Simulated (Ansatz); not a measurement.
Geometry optimisation, UKS PBE/def2-SVP (Ansatz).

Input file:

```yaml
crystal:
  periodic: [false, false, false]
  atoms:
    - { symbol: Al, position_ang: [-0.027625, -0.162351, 0.906292] }
    - { symbol: F, position_ang: [-0.047063, -1.761191, 1.410982] }
    - { symbol: H, position_ang: [1.119332, 0.496403, -0.099183] }
    - { symbol: H, position_ang: [-1.140144, 0.474402, -0.183973] }
    - { symbol: O, position_ang: [-0.174051, 0.460792, 2.512914] }
    - { symbol: H, position_ang: [-0.244849, -0.309154, 3.110068] }
magnetization:
  spin_polarized: true
  initial_magnetization: 1
basis:
  gaussian: { orbitals: def2-SVP }
hamiltonian:
  xc: pbe
relax:
  f_tol: 0.03
  max_steps: 50
output:
  orbitals: {}
```

Launched with:

```bash
$ ansatz run input.yaml --threads 1 --pin off --max-ram 2048MiB --backend cpu --events-out ev --progress --plain --runs-dir out
```

Where does it end, and by what steps?

The forces met the threshold. After 8 steps the energy has fallen by 0.458 eV; F2 moved furthest, 0.53 Å.

```json
{"step": "0", "energy less start (eV)": "0.0000", "largest force component (eV/Å)": "1.329", "accepted": "yes"}
{"step": "1", "energy less start (eV)": "-0.2578", "largest force component (eV/Å)": "0.594", "accepted": "yes"}
{"step": "2", "energy less start (eV)": "-0.3823", "largest force component (eV/Å)": "0.706", "accepted": "yes"}
{"step": "3", "energy less start (eV)": "-0.4192", "largest force component (eV/Å)": "0.800", "accepted": "yes"}
{"step": "4", "energy less start (eV)": "-0.2961", "largest force component (eV/Å)": "2.327", "accepted": "no"}
{"step": "5", "energy less start (eV)": "-0.4539", "largest force component (eV/Å)": "0.306", "accepted": "yes"}
{"step": "6", "energy less start (eV)": "-0.4578", "largest force component (eV/Å)": "0.136", "accepted": "yes"}
{"step": "7", "energy less start (eV)": "-0.4581", "largest force component (eV/Å)": "0.092", "accepted": "yes"}
{"step": "8", "energy less start (eV)": "-0.4584", "largest force component (eV/Å)": "0.010", "accepted": "yes"}
```

```xyz
6
Properties=species:S:1:pos:R:3
Al -0.065 -0.321 1.035
F -0.016 -1.999 0.935
H 0.926 0.500 -0.062
H -0.937 0.454 -0.189
O -0.188 0.499 2.536
H -0.235 0.065 3.402
```

Whether the end is a true minimum wasn't checked by a vibrational analysis.

The run took 26 s on 1 thread of Arm Neoverse V1 (shared host), peak memory 0.15 GiB.
